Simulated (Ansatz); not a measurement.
# SiGeCl⁺, triplet: the ladder up to UCCSDT(Q)

Geometry: that of the SiGeCl, doublet, kept fixed.

```xyz
3

Cl    0.0000    0.8853    1.3034
Ge    0.0000    0.0874   -0.9839
Si    0.0000   -1.3435    0.8994
```

Basis cc-pVDZ; Ansatz 0.2.0. Only valence electrons are correlated (noble-gas cores and the filled d shells of p-block atoms frozen), which leaves 14 electrons in 39 orbitals. Prefix R: restricted or restricted open-shell reference; prefix U: unrestricted. Active spaces: valence = (12e, 11o, short of the full valence) chosen from the atoms' valence shells. No spin–orbit coupling is included, and no scalar relativity.

Full CI isn't at hand for all of this; UCCSDT(Q) serves as the reference, and is uncertain by about the last step of the cluster series. The frozen core follows each run's orbitals, which can shift R against U totals by a few meV for light atoms and by up to 0.1 eV past Ca.

```
UHF ⟨S²⟩                          : 2.052
T1 diagnostic (RCCSD)             : 0.0262
largest doubles amplitude (RCCSD) : 0.082
T1 diagnostic (UCCSD)             : 0.0266
```

| level | E − E(RHF) (eV) |
| --- | --- |
| UHF | -0.1964 |
| UMP2 | -7.1708 |
| UCCSD | -8.1744 |
| UCCSD(T) | -8.5096 |

Question: Estimate how far UCCSDT(Q) in cc-pVDZ lies from UCCSD(T). The table doesn't fix it; the size of (T) and the diagnostics are the guide.

Answer: UCCSDT(Q) in cc-pVDZ lies 7.9 kJ/mol below UCCSD(T), which is 24 % of the (T) step (-32.3 kJ/mol). The diagnostics are small and the rest is a small part of (T), but (T) is large here. The miss exceeds 1 kcal/mol.

The other levels:

```csv
level,E − E(UCCSDT(Q)) (kJ/mol),share of correlation (%),wall time
UCCSDT,3.0,99.64,–
```

The correlation energy at UCCSDT(Q), counted from RHF, is -8.591 eV. That run took 66 s on 1 thread of Arm Neoverse V1, shared host.

Run but not shown, since their state or frozen core can't be matched to the reference's or they repeat it: RHF, RMP2, CISD, RCCSD, RCCSD(T), BCCD(T), RCCSDT, RCCSDT(Q), CASSCF (valence space), NEVPT2 (valence space).

Times hold each run's SCF and search for its determinant on a shared host, so for small cases they say little of a method's own cost; they ran on 1 thread of Arm Neoverse V1.

Natural occupations of CASSCF (valence space) about the gap: 1.982 1.979 1.958 1.922 1.012 0.982 0.062 0.045 0.038 0.029; effectively unpaired electrons, Σ n²(2−n)², 2.06.
